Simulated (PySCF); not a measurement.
Molecule: 2-cyclopropen-1-one (O=c1cc1, C3H2O).

Geometry (Å), atoms numbered from 1 in this order:
```xyz
6

O     2.019   -0.274    0.064
C     0.841   -0.114    0.024
C    -0.500   -0.612   -0.032
C    -0.319    0.724   -0.003
H    -1.226   -1.394   -0.070
H    -0.811    1.671   -0.006
```

Frames of a GFN2-xTB Langevin trajectory at 400 K; GIAO PBE0/pcSseg-1 shieldings in PySCF 2.14.0 with density-fitted response routines, gas phase, non-relativistic; equivalent atoms averaged within each frame.

Scale: ¹⁷O (336.08 ppm) against H2O; ¹³C (186.93 ppm) and ¹H (31.72 ppm) against TMS (reference shieldings calculated alike). The references are static minima.

Question: How do the shifts (ppm) fluctuate along the trajectory?

Answer: 
```
         time (fs)     O1  C3/C4     C2  H5/H6
optimised geometry  323.9  172.7  149.6   9.39
               250  313.4  185.3  145.4  10.52
               425  356.1  177.0  160.8   9.81
               625  316.2  179.4  148.9   9.58
               800  340.0  175.8  157.9   9.91
              1000  320.7  175.6  146.1   9.27
    mean of frames  329.3  178.6  151.8   9.82
standard deviation   18.2    4.0    7.1   0.46
```

5 frames give an uncertainty of the mean of about the standard deviation over 2.2 at best, since frames this close in time may not be independent; classical motion lacks zero-point vibration, and the reference would need the same averaging.
